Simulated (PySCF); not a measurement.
Compound: sulfuryl chloride, Cl2O2S.
SMILES: `O=S(=O)(Cl)Cl`

The closed-shell ground state was solved at several levels (PySCF, density fitting, gas phase, non-relativistic). Isolated species at its PBE0-D3(BJ)/def2-TZVP geometry, gas phase.

```csv
level,basis functions,HOMO (eV),LUMO (eV),gap (eV),dipole (D)
PBE0/aug-cc-pVTZ,242,-9.92,-3.02,6.90,1.81
B97-2/pcSseg-2,201,-9.69,-3.10,6.59,1.80
CAM-B3LYP/aug-cc-pVTZ,242,-11.35,-1.99,9.36,1.94
wB97X-D/aug-cc-pVTZ,242,-11.80,-1.27,10.53,1.86
PBE0/pcSseg-2,201,-9.97,-3.01,6.96,1.84
wB97X-D/pcSseg-2,201,-11.87,-1.26,10.61,1.89
```

Question: What might KT3/pcSseg-2 (201 basis functions) give for the same quantities?

Answer: HOMO -8.52 eV, LUMO -4.02 eV, gap 4.50 eV, dipole 1.60 D.

Question: Over all these levels, which gives the widest orbital gap and which the narrowest?

Answer: wB97X-D/pcSseg-2 (range-separated hybrid) has the widest, 10.61 eV, and KT3/pcSseg-2 (GGA) the narrowest, 4.50 eV. The two share the basis. From the narrowest to the widest the HOMO moves by -3.35 eV and the LUMO by +2.76 eV.

Question: In the pcSseg-2 basis, how does the gap go with the fixed share of exact exchange?

Answer: KT3 (0 %) 4.50 eV; B97-2 (21 %) 6.59 eV; PBE0 (25 %) 6.96 eV. Each rise in the share widens the gap here.

Question: How far do the dipole and the HOMO energy spread over the levels?

Answer: The dipole runs from 1.60 to 1.94 D (mean 1.82 D) and the HOMO from -11.87 to -8.52 eV.
